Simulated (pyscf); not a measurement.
hydrogen fluoride (HF) + [F–In–F]• -> F–In(F)–F + H atom (H•), an atom transfer (doublet surface; F–H broken, F–In formed). Single points on ωB97X-D3(BJ)/def2-SVP structures (PySCF, gas phase). MP2 and CC: frozen core, UHF for open shells. ΔMP2 is the change of the MP2 total energy from the triple- to the quadruple-zeta basis. Energies in kcal/mol from the separated reactants.

AM1 to PM7: differences of heats of formation from MOPAC. Open shells are spin-unrestricted. 

Problem. Quick AM1 single points give ΔE‡ = 66.7 kcal/mol and ΔE = +99.2 kcal/mol. What does CCSD(T)/def2-TZVPP + ΔMP2(QZVPP) give, and how far is the quick result from it?

Solution. CCSD(T)/def2-TZVPP + ΔMP2(QZVPP) gives ΔE‡ = 48.7 kcal/mol and ΔE = +36.5 kcal/mol. AM1 lies 18.0 kcal/mol over it in the barrier and 62.7 kcal/mol over it in the reaction energy, so on this step it does not hold to within 3.0 kcal/mol. At AM1 this geometry lies under one side, so its ΔE‡ may be no barrier of that level. CCSD(T)/def2-TZVPP + ΔMP2(QZVPP) has limits of its own. On the reactant side the descent ends in an adduct with a F–In contact (not fully relaxed), 13.7 kcal/mol under the separated species and 58.6 kcal/mol under the saddle at ωB97X-D3(BJ)/def2-TZVP. What is counted as formed (F–In) is already present as a longer contact in the reactant adduct; forming that adduct is a step of its own. At ωB97X-D3(BJ) the barrier from the zero used here is 44.9 kcal/mol. One saddle was located; it need not be the lowest between these sides. The angle at the transferred F is 180°. The CCSD(T) − MP2 part came from Ansatz, without density fitting, on the same reference. The frozen core leaves the outer d or s,p core shells of the metals and heavy elements correlated in the MP2 and CC values, and def2-TZVPP describes them poorly, which can shift differences by a few kcal/mol. Elements past Kr carry the def2 core potentials, without spin-orbit coupling.
